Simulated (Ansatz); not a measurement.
System (SMILES): [F][Al][F], doublet.
Atoms: Al1, F2, F3. Bonds: Al1-F2, Al1-F3.

Basis-set convergence of the lowest harmonic wavenumber at B3LYP with Ansatz (a first-principles code). Each level at its own minimum, finite differences of forces, unscaled; the reference is a large set that could be run, not a limit. Cartesian d functions, on some or all atoms, in 6-311G**, 6-311+G**; all else is spherical. The program fits the integrals of some runs and decomposes those of others, by size. Open shells are unrestricted. No added dispersion term, no relativity. Reference: the value in aug-pcseg-2, 232 cm⁻¹, itself unsure by roughly 2 cm⁻¹ (its mean distance from aug-cc-pV(T+d)Z, def2-TZVPPD). Deviations are taken from unrounded values.

```
basis            functions  lowest harmonic wavenumber (cm⁻¹)
---------------  ---------  ---------------------------------
def2-SVP                46                                233
def2-SVPD               70                                222
pcseg-1                 46                                232
aug-pcseg-1             73                                223
cc-pV(D+d)Z             51                                222
aug-cc-pV(D+d)Z         78                                230
6-311G**                63                                231
6-311+G**               75                                220
pcseg-2                 94                                233
aug-pcseg-2            142                                232
cc-pV(T+d)Z             99                                228
aug-cc-pV(T+d)Z        147                                231
def2-TZVP               99                                230
def2-TZVPD             123                                228
def2-TZVPP             104                                230
def2-TZVPPD            128                                228
```

What the diffuse functions change, pair by pair:
- def2-SVP to def2-SVPD: 24 more functions, deviation 1 to -9 cm⁻¹
- pcseg-1 to aug-pcseg-1: 27 more functions, deviation 0 to -9 cm⁻¹
- cc-pV(D+d)Z to aug-cc-pV(D+d)Z: 27 more functions, deviation -9 to -2 cm⁻¹
- 6-311G** to 6-311+G**: 12 more functions, deviation 0 to -12 cm⁻¹
- pcseg-2 to aug-pcseg-2: 48 more functions, deviation 1 to 0 cm⁻¹
- cc-pV(T+d)Z to aug-cc-pV(T+d)Z: 48 more functions, deviation -3 to -1 cm⁻¹
- def2-TZVP to def2-TZVPD: 24 more functions, deviation -2 to -4 cm⁻¹
- def2-TZVPP to def2-TZVPPD: 24 more functions, deviation -2 to -4 cm⁻¹

Leaving out the reference's own pair, they bring the value nearer the reference by more than 2 cm⁻¹ in 2 of 7 pairs.
